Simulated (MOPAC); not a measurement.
MOPAC input (PM3):

```
PM3 PRECISE GNORM=0.05 LET XYZ UHF MS=0.5 GEO-OK AUX(PRECISION=9) THREADS=1
C2H3O2

C    -0.96142764 1   -0.07408188 1    0.00453613 1
O    -0.85735742 1   -1.25548595 1   -0.00924374 1
O    -0.05212715 1    0.87060609 1    0.01001768 1
C     1.34142425 1    0.42227939 1   -0.00276589 1
H     1.93434146 1    1.33069918 1    0.00407556 1
H     1.53575754 1   -0.18039527 1    0.88215728 1
H     1.52579788 1   -0.16045005 1   -0.90304583 1
```

Problem. What heat of formation does the run end on?

Solution. -54.00 kcal/mol.
